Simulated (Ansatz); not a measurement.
Below is the output of a Python script on Ansatz 0.2.0 through its Python package that makes harmonic frequencies at the relaxed geometry of C3H4S, SMILES CC=C=S. Write a script that gives it. Use (for the species named): B3LYP, 6-31G* basis, multiplicity 1, D3BJ dispersion.

```console
$ python c3h4s.py
step   1  E = -14010.558373 eV  largest force component 1.9235 eV/A
step   2  E = -14010.613246 eV  largest force component 0.9349 eV/A
step   3  E = -14010.625064 eV  largest force component 0.1009 eV/A
step   4  E = -14010.625439 eV  largest force component 0.0506 eV/A
step   5  E = -14010.625597 eV  largest force component 0.0137 eV/A
step   6  E = -14010.625609 eV  largest force component 0.0057 eV/A
step   7  E = -14010.625611 eV  largest force component 0.0031 eV/A
step   8  E = -14010.625612 eV  largest force component 0.0030 eV/A
pair        before    after (A)
C0-C1        1.4942   1.5117
C0-H4        1.1098   1.0969
C0-H5        1.1098   1.0969
C0-H6        1.1121   1.0929
C1-C2        1.3052   1.3105
C1-H7        1.0819   1.0897
C2-S3        1.6112   1.5717
final angle C1-C0-H4: 110.70 deg
final angle C1-C0-H5: 110.69 deg
final angle C1-C0-H6: 111.23 deg
final angle C0-C1-C2: 124.15 deg
final angle C0-C1-H7: 118.56 deg
final angle H4-C0-H5: 107.67 deg
final angle H4-C0-H6: 108.22 deg
final angle H5-C0-H6: 108.22 deg
final angle C2-C1-H7: 117.29 deg
final angle C1-C2-S3: 179.32 deg
frequencies (1/cm): 147 173 397 556 623 785 1018 1056 1096 1295 1434 1512 1522 1863 3044 3097 3142 3163
imaginary modes: 0  zero-point energy: 1.6071 eV
H(298 K) - E = 1.7669 eV
S(298 K, 1 bar) = 297.1 J/(mol K) with symmetry number 1
deuterated (1/cm): 109 159 362 508 519 696 816 841 936 1075 1090 1096 1183 1849 2187 2294 2327 2333
zero-point energy falls by 0.3437 eV
```

One script that gives this output:

`c3h4s.py`:
```python
"""Harmonic frequencies of C3H4S at its relaxed geometry."""

import itertools

import ansatz as az
from ase import Atoms
from ase.data import atomic_numbers, covalent_radii
from ase.thermochemistry import IdealGasThermo
import numpy as np
from rdkit import Chem
from rdkit.Chem import AllChem

BASIS = "6-31G*"
XC = "b3lyp"
DISPERSION = "d3bj"

# a force-field geometry from the SMILES
rd = Chem.AddHs(Chem.MolFromSmiles("CC=C=S"))
AllChem.EmbedMolecule(rd, randomSeed=353)
AllChem.UFFOptimizeMolecule(rd)
molecule = az.Crystal.molecule()
for atom, xyz in zip(rd.GetAtoms(), rd.GetConformer().GetPositions()):
    molecule = molecule.atom(atom.GetSymbol(), xyz.round(5).tolist())

model = (
    molecule.calculation()
    .basis(gaussian=BASIS)
    .functional(XC, dispersion=DISPERSION)
    .scf(lower_state_search="off")
)
symbols = [site.symbol for site in molecule.cartesian_sites]
start = np.array([site.position_ang for site in molecule.cartesian_sites], dtype=float)
def progress(event):
    if event["event"] == "relax_step":
        row = event["data"]
        print(f"step {row['step']:3d}  E = {row['lagrangian_ev']:.6f} eV  largest force component {row['allowed_force_max_ev_ang']:.4f} eV/A")


r = model.relax(force_tolerance=0.003, max_steps=100).session().plan().execute(on_event=progress).report
end = np.array(r["positions_ang"])

# pairs closer than 1.2 times the sum of covalent radii, before or after
radius = [covalent_radii[atomic_numbers[s]] for s in symbols]
span = lambda where, i, j: np.linalg.norm(where[i] - where[j])
bonded = [(i, j) for i, j in itertools.combinations(range(len(symbols)), 2) if min(span(start, i, j), span(end, i, j)) < 1.2 * (radius[i] + radius[j])]
print("pair        before    after (A)")
for i, j in bonded:
    print(f"{symbols[i]}{i}-{symbols[j]}{j}".ljust(10), f"{span(start, i, j):8.4f} {span(end, i, j):8.4f}")
for first, second in list(itertools.combinations(bonded, 2)):
    shared = set(first) & set(second)
    if shared and symbols[(j := shared.pop())] != "H":
        i, k = sorted((set(first) | set(second)) - {j})
        u, v = end[i] - end[j], end[k] - end[j]
        angle = np.degrees(np.arccos(np.clip(u @ v / np.linalg.norm(u) / np.linalg.norm(v), -1, 1)))
        print(f"final angle {symbols[i]}{i}-{symbols[j]}{j}-{symbols[k]}{k}: {angle:.2f} deg")

# same settings at the minimum
minimum = az.Crystal.molecule()
for symbol, place in zip(symbols, end):
    minimum = minimum.atom(symbol, place.tolist())
vibrating = (
    minimum.calculation()
    .basis(gaussian=BASIS)
    .functional(XC, dispersion=DISPERSION)
    .scf(lower_state_search="off")
    .phonons(temperatures=(100, 500, 100))
)
vib = vibrating.run().report["vibrations"]
sums = vib["harmonic_sums"]
modes = [m["omega_inv_cm"] for m in sums["modes_at_gamma"] if m["rigid_motion"] == "no"]
print("frequencies (1/cm):", " ".join(f"{w:.0f}" for w in modes))
print("imaginary modes:", sum(w < 0 for w in modes), " zero-point energy:", round(sums["zero_point_energy_ev"], 4), "eV")
# rigid rotor and ideal gas, symmetry number taken as one
gas = IdealGasThermo(vib_energies=[w / 8065.544 for w in modes if w > 0], geometry="linear" if len(modes) == 3 * len(symbols) - 5 else "nonlinear",
                     atoms=Atoms(symbols, positions=end), symmetrynumber=1, spin=0.0)
print(f"H(298 K) - E = {gas.get_enthalpy(298.15, verbose=False):.4f} eV")
print(f"S(298 K, 1 bar) = {96485.33 * gas.get_entropy(298.15, 1e5, verbose=False):.1f} J/(mol K) with symmetry number 1")

# all hydrogen replaced by deuterium
heavier = vibrating.phonons(masses={"H": 2.014102}).run().report["vibrations"]["harmonic_sums"]
print("deuterated (1/cm):", " ".join(f"{m['omega_inv_cm']:.0f}" for m in heavier["modes_at_gamma"] if m["rigid_motion"] == "no"))
print("zero-point energy falls by", round(sums["zero_point_energy_ev"] - heavier["zero_point_energy_ev"], 4), "eV")
```

These settings explore the input space; basis and method may be short of convergence. The frequencies are harmonic and unscaled, in a modest basis. The result belongs to the one conformer reached from this start, and soft torsions count as harmonic oscillators. b3lyp holds the VWN-RPA fit, as in Gaussian; the form of ORCA and Turbomole is b3lyp5. The entropy takes a symmetry number of 1; a symmetric molecule's is lower by R ln(sigma). Run time: 100 s on 1 thread of Intel(R) Xeon(R) 6975P-C (Granite Rapids) (shared host), peak memory 0.31 GiB.

(Lines on the test bed's own set-up are left out of the output.)
